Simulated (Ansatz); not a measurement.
`COCOC` + `N/C=C/C=O` → `CN/C=C/C=O` + `COCO`  (substitution at a C–O bond)

Computed with Ansatz on PBE0-D4/def2-TZVP structures; ΔE is electronic, products minus reactants. CCSD(T)/CBS adds triple-zeta CCSD(T) − MP2 to the extrapolated MP2 energy (def2 sets, frozen cores). This one scheme is used for every species. Double bonds are as drawn, so ΔE can hold a change between cis and trans. Functionals use def2-TZVPP. One conformer a species, not always the lowest.

Task: Is it downhill or uphill in electronic energy at CCSD(T)/CBS, and by how much? (An estimate is asked.)

Result: The calculation gave: Downhill: ΔE = -15.5 kJ/mol.

Task: What do these levels give: ωB97M-V, B2PLYP, HF/def2-TZVPP, SCS-MP2/def2-TZVPP, HF/def2-QZVPP, HF/CBS(def2)? (Estimate.)

Result: The calculation gave: ωB97M-V -13.3, B2PLYP -15.2, HF/def2-TZVPP -10.8, SCS-MP2/def2-TZVPP -15.4, HF/def2-QZVPP -10.7, HF/CBS(def2) -10.7 kJ/mol.

Largest T1 diagnostic among the species: 0.016.

In def2-TZVPP, CCSD(T) changes the Hartree–Fock value by −4.0 kJ/mol (the triples alone add −0.4 kJ/mol) and MP2 by −6.5 kJ/mol.
